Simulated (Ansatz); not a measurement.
Born–Oppenheimer molecular dynamics of CH6BCl (9 atoms, charge 0, multiplicity 1). It starts at the highest image of a converged band, a first-order saddle point between two minima.

These are results of RKS CAM-B3LYP/6-31G* in Ansatz 0.2.0, not measurements.

| Item | Value |
| --- | --- |
| ensemble | NVE (velocity Verlet) |
| time step | 0.5 fs |
| steps asked | 200 |
| starting velocities drawn for | 300 K |
| seed | 6706 |

First frame:

```xyz
9
Properties=species:S:1:pos:R:3
B -0.031 -0.267 0.272
C -0.008 0.051 1.930
H -0.949 -0.018 2.482
H 0.819 -0.313 2.546
H 0.186 1.117 1.757
H 1.041 -0.157 -0.223
H -1.037 0.106 -0.234
Cl -0.297 -2.423 0.326
H -0.159 -1.283 1.305
```

(1) How far do the bonds stretch over the last three quarters of this one trajectory? (Pairs bonded in most of those frames.)

Answers

(1) 
```
  bond  mean (Å)  spread (Å)  shortest  longest
 B1–H6     1.190       0.007      1.18     1.20
 B1–H7     1.188       0.007      1.17     1.20
B1–Cl8     1.780       0.126      1.60     2.08
 C2–H3     1.094       0.017      1.06     1.12
 C2–H4     1.097       0.020      1.07     1.13
 C2–H5     1.092       0.004      1.08     1.10
 C2–H9     1.096       0.038      1.03     1.15
```

Mean temperature of the second half: 2240 K. The conserved energy stayed within 0.14 meV per atom of its start (net change -0.034 meV per atom), so the integration is sound. The kinetic energy rose, since the run started high on the potential surface and went downhill. It ends in pieces (BClH2 + CH4), so much of that is their flight and rotation, not heat. A run of 0.1 ps of so small a system gives no equilibrium averages. The orbitals stay closed-shell, which can raise the energy where a bond breaks towards radicals; this wasn't checked here.

Time of the run: 5.3 min on 2 threads of Intel(R) Xeon(R) Platinum 8259CL CPU @ 2.50GHz (Skylake/Cascade Lake), on a shared host, peak memory 0.15 GiB.
